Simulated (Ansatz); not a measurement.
Born–Oppenheimer molecular dynamics of CH$_{7}$ClSi (10 atoms, charge 0, multiplicity 1). It starts at the highest image of a converged band, a first-order saddle point between two minima.

All numbers below come from RKS r2SCAN/6-31G* in Ansatz.

| Quantity | Value |
| --- | --- |
| ensemble | NVE (velocity Verlet) |
| time step | 0.5 fs |
| steps asked | 200 |
| starting velocities drawn for | 100 K |
| seed | 2105 |

First frame:

```xyz
10
Properties=species:S:1:pos:R:3
Si -0.183 0.091 -0.201
H 0.179 0.155 1.483
C 1.683 -0.052 -0.432
H 2.051 -1.036 -0.117
H 1.905 0.046 -1.505
H 2.247 0.716 0.109
H -0.647 1.474 -0.423
H -0.752 -0.965 -1.069
Cl -2.322 -0.403 1.176
H -0.693 -0.027 1.594
```

(1) How far do the bonds stretch over the last three quarters of this one trajectory? (Pairs bonded in most of those frames.)

## Answers

(1) 
```tsv
bond	mean (Å)	spread (Å)	shortest	longest
Si1–H2	1.503	0.070	1.40	1.60
Si1–C3	1.885	0.012	1.85	1.91
Si1–H7	1.493	0.014	1.47	1.52
Si1–H8	1.490	0.014	1.47	1.51
C3–H4	1.098	0.006	1.09	1.11
C3–H5	1.097	0.005	1.09	1.11
C3–H6	1.098	0.016	1.07	1.12
Cl9–H10	1.308	0.061	1.21	1.39
```

Mean temperature of the second half: 1453 K. The conserved energy stayed within 0.2 meV per atom of its start (net change -0.044 meV per atom), so the integration is sound. The kinetic energy rose, since the run started high on the potential surface and went downhill. It ends in pieces (CH6Si + ClH), so much of that is their flight and rotation, not heat. A run of 0.1 ps of so small a system gives no equilibrium averages. The orbitals stay closed-shell, which can raise the energy where a bond breaks towards radicals; this wasn't checked here.

The run took 5.7 min on 1 thread of AMD EPYC 9R45 96-Core Processor (Zen 5), with other jobs on the host, peak memory 0.14 GiB.
